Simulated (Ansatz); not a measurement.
## fcc Pd

These are HSE06 (PAW; Ansatz, a first-principles code) values and carry that method's errors.

Settings: plane-wave cutoff 460 eV, 14×14×14 k mesh, Fermi–Dirac smearing 0.05 eV, scalar-relativistic PAW data made under PBE.

Cell: relaxed at this level.

```
Item                                                Value
------------------------------------------  -------------
equilibrium volume per atom                 14.93 Å³/atom
bulk modulus B0                                   175 GPa
lattice constant a                                3.909 Å
pressure derivative B′ of the bulk modulus            5.8
```

Measured, for comparison: equilibrium volume per atom 14.56 Å³/atom, lattice constant a 3.876 Å (static lattice: zero-point anharmonic expansion removed; as tabulated in Mejia-Rodriguez and Trickey (2018), arXiv:1807.09216); bulk modulus 195 GPa (zero-point energy and finite temperature contributions removed, our sources range from 187 to 198; as tabulated in doi:10.1021/acs.jctc.3c00612). Computed (rounded) less measured: equilibrium volume per atom +2.5 %, bulk modulus -10 % (-6 % to -12 % over the range), lattice constant a +0.9 %.

Static lattice: no zero-point or thermal effects.

It cost about 14 core-minutes (a rough figure) of CPU time.
